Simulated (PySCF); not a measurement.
Lewis adducts of In(F)3. Isolated molecules, 0 K electronic values unless said otherwise. One relaxed conformer stands for each flexible species; it need not be the lowest. Strings in code marks are SMILES.

The S1 excitation (TDA) from two functionals at the same geometries (PBE0-D4/def2-SVP), both in PySCF: PBE-D3(BJ)/def2-TZVP and B3LYP-D3(BJ)/def2-TZVP. B3LYP has the VWN-RPA correlation part, as in Gaussian. Excitations are Tamm–Dancoff values on a coarser integration grid. The basis has no diffuse functions, so Rydberg states are missing or too high.

| species | PBE-D3(BJ)/def2-TZVP (eV) |
|---|---|
| adduct with NH3 ([In(F)3(NH3)]) | 5.47 |
| adduct with H2O ([In(F)3(H2O)]) | 5.33 |
| free base N(CH3)3 (`CN(C)C`) | 5.18 |
| free base CH3OH (`CO`) | 6.51 |

What does B3LYP-D3(BJ)/def2-TZVP give for each?


- adduct with NH3 ([In(F)3(NH3)]): 6.34
- adduct with H2O ([In(F)3(H2O)]): 6.13
- free base N(CH3)3 (`CN(C)C`): 5.74
- free base CH3OH (`CO`): 6.94
Over these rows, drawn at random from the members with no instability flagged (it was tested for open shells, ions and some series alone), PBE minus B3LYP-D3(BJ): mean -0.66 eV, from -0.87 eV to -0.43 eV.
